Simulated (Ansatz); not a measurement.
Start from `CBN` and change one atom or group to get `CBCl`.

Ansatz, PBE0-D4/def2-TZVP geometries, multiplicity 1. Each molecule was computed in one conformer, which needn't be the lowest.

```tsv
property	`CBN`
HOMO energy (ωB97M-V/def2-TZVPP) / eV	-10.73
LUMO energy (ωB97M-V/def2-TZVPP) / eV	2.29
ideal-gas entropy at 298 K and 1 bar (rigid rotor, harmonic PBE0-D4/def2-TZVP) / J/(mol·K)	274
HOMO energy (PBE/def2-TZVPP) / eV	-6.95
zero-point energy (PBE0-D4/def2-TZVP) / kJ/mol	201.4
LUMO energy (B3LYP/def2-TZVPP) / eV	0.57
```

(1) What does the change do to each property? (An estimate is asked.)

Results:

(1) The calculation gave: 
```
                                                                                  property  `CBCl`  shift
                                                     HOMO energy (ωB97M-V/def2-TZVPP) / eV  -10.72   0.01
                                                     LUMO energy (ωB97M-V/def2-TZVPP) / eV    0.85  -1.44
ideal-gas entropy at 298 K and 1 bar (rigid rotor, harmonic PBE0-D4/def2-TZVP) / J/(mol·K)     287     13
                                                         HOMO energy (PBE/def2-TZVPP) / eV   -7.05  -0.10
                                            zero-point energy (PBE0-D4/def2-TZVP) / kJ/mol   130.6  -70.8
                                                       LUMO energy (B3LYP/def2-TZVPP) / eV   -1.40  -1.97
```

With PBE0 the HOMO falls by 0.11 eV and the LUMO falls by 2.00 eV, so the gap narrows by about 1.89 eV. PBE moves the HOMO by -0.10 eV and ωB97M-V by 0.01 eV. The zero-point energy changes by -70.8 kJ/mol with -6 modes. Modes under 60 cm⁻¹, often nearly free rotors, make the harmonic entropy too high.

B3LYP here is the variant with VWN-RPA as its local correlation; programs differ in this.
